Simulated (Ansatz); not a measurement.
Geometry optimisation, RKS PBE/def2-SVP in Ansatz.

Input:

```yaml
crystal:
  periodic: [false, false, false]
  atoms:
    - { symbol: B, position_ang: [-0.108104, 0.550771, -0.411472] }
    - { symbol: "N", position_ang: [0.014061, -0.050601, 2.255621] }
    - { symbol: H, position_ang: [-0.781917, -0.353608, 2.832258] }
    - { symbol: H, position_ang: [0.873142, -0.31455, 2.75689] }
    - { symbol: H, position_ang: [1.028135, 0.184755, -0.618155] }
    - { symbol: H, position_ang: [-1.092313, -0.117866, -0.631494] }
    - { symbol: S, position_ang: [-0.278515, 2.356005, 0.004416] }
    - { symbol: H, position_ang: [-1.642279, 2.427222, 0.014022] }
    - { symbol: H, position_ang: [-0.011411, 0.992073, 2.208714] }
basis:
  gaussian: { orbitals: def2-SVP }
hamiltonian:
  xc: pbe
relax:
  f_tol: 0.03
  max_steps: 50
```

Run as:

```bash
$ ansatz run input.yaml --threads 1 --pin off --max-ram 2048MiB --backend cpu --events-out ev --progress --plain --runs-dir out
```

Task: Where does it end, and by what steps?

Result: The forces met the threshold. After 14 steps the energy has fallen by 0.896 eV; H4 moved furthest, 0.91 Å. Joined: B1–N2 (2.74 → 1.65 Å).

```csv
step,energy less start (eV),largest force component (eV/Å),accepted
0,0.0000,0.788,yes
1,-0.1857,1.063,yes
2,-0.4118,1.949,yes
3,-0.7706,0.728,yes
4,-0.5836,3.299,no
5,-0.8313,0.351,yes
6,-0.8532,0.180,yes
7,-0.8704,0.138,yes
8,-0.8559,0.865,no
9,-0.8821,0.063,yes
10,-0.8887,0.194,yes
11,-0.8925,0.234,yes
12,-0.8910,0.150,no
13,-0.8959,0.040,yes
14,-0.8965,0.010,yes
```

```xyz
9
Properties=species:S:1:pos:R:3
B -0.018 0.489 0.226
N 0.006 0.205 1.853
H -0.941 0.263 2.257
H 0.400 -0.720 2.091
H 1.144 0.336 -0.137
H -0.808 -0.325 -0.242
S -0.498 2.312 -0.008
H -1.853 2.179 0.055
H 0.570 0.935 2.317
```

Time of the run: 34 s on 1 thread of Arm Neoverse V2 (shared host), peak memory 0.14 GiB.
